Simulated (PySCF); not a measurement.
## Dipole moment and polarisability across levels of theory

Lithium chloride, LiCl.
SMILES: `[Cl][Li]`

PySCF, dipoles from the SCF density, polarisabilities from static response with core orbitals frozen. Isolated species at its PBE0-D3(BJ)/def2-SVP geometry, gas phase.

Reference dipole: 7.085 D (measured, gas; NIST CCCBDB Release 22 (SRD 101), experimental dipoles). Reference dipole: 7.096 D (computed, CCSD(T)/CBS, all electrons, equilibrium geometry, gas; Hait, Head-Gordon, J. Chem. Theory Comput. 14 (2018) 1969). Reference dipole: 7.129 D (measured, gas; Liu, Meijer, Perez-Rios, Phys. Chem. Chem. Phys. 22 (2020) 24191). Reference polarisability: 3.842 Å³ (computed, CCSD(T)/CBS, static electronic, isotropic average, equilibrium geometry, gas; Hait, Head-Gordon, Phys. Chem. Chem. Phys. 20 (2018) 19800). Errors are taken against the first value of each kind. The anisotropy is √(½[(α1 − α2)² + (α2 − α3)² + (α3 − α1)²]).

| level | μ (D) | error (%) | α (Å³) | error (%) | anisotropy (Å³) |
| --- | --- | --- | --- | --- | --- |
| LDA/def2-SVPD | 6.844 | -3.4 | 4.11 | +7.1 | 0.49 |
| PBE/def2-SVPD | 6.865 | -3.1 | 4.11 | +6.9 | 0.49 |
| B3LYP/def2-SVPD | 6.959 | -1.8 | 3.92 | +2.0 | 0.43 |
| PBE0/def2-SVPD | 7.015 | -1.0 | 3.79 | -1.4 | 0.35 |
| BHandHLYP/def2-SVPD | 7.092 | +0.1 | 3.63 | -5.5 | 0.32 |
| CAM-B3LYP/def2-SVPD | 7.017 | -1.0 | 3.78 | -1.5 | 0.37 |
| wB97X-D/def2-SVPD | 7.165 | +1.1 | 3.73 | -3.0 | 0.25 |
| LC-wPBE/def2-SVPD | 7.123 | +0.5 | 3.58 | -6.9 | 0.26 |
| HF/def2-SVPD | 7.303 | +3.1 | 3.38 | -12.0 | 0.17 |
| PBE0/def2-SVP | 6.589 | -7.0 | 2.47 | -35.7 | 1.50 |
| PBE0/6-31G* | 6.994 | -1.3 | 2.84 | -26.1 | 1.13 |
| PBE0/6-31+G* | 7.129 | +0.6 | 3.06 | -20.3 | 1.13 |
| PBE0/aug-cc-pVDZ | 6.929 | -2.2 | 3.80 | -1.0 | 0.31 |
| PBE0/def2-TZVP | 6.980 | -1.5 | 3.00 | -21.9 | 1.03 |
| PBE0/def2-TZVPD | 6.953 | -1.9 | 3.91 | +1.7 | 0.25 |
| PBE0/aug-cc-pVTZ | 6.939 | -2.1 | 3.95 | +2.9 | 0.27 |

For the dipole, the smallest error is 0.1% (BHandHLYP/def2-SVPD) and the largest 7.0% (PBE0/def2-SVP). For the polarisability, the smallest error is 1.0% (PBE0/aug-cc-pVDZ) and the largest 35.7% (PBE0/def2-SVP). The dipole runs from 6.59 D (PBE0/def2-SVP) to 7.30 D (HF/def2-SVPD). In one basis (def2-SVPD) the functionals order the polarisability from HF (lowest) to LDA (highest), a spread of 22%. With PBE0 the polarisability is 2.77 Å³ without diffuse functions (mean of def2-SVP, 6-31G* and def2-TZVP) and 3.70 Å³ with them (mean of def2-SVPD, 6-31+G*, aug-cc-pVDZ, def2-TZVPD and aug-cc-pVTZ). Measured values can belong to vibrating molecules; the computed ones are for one fixed geometry.
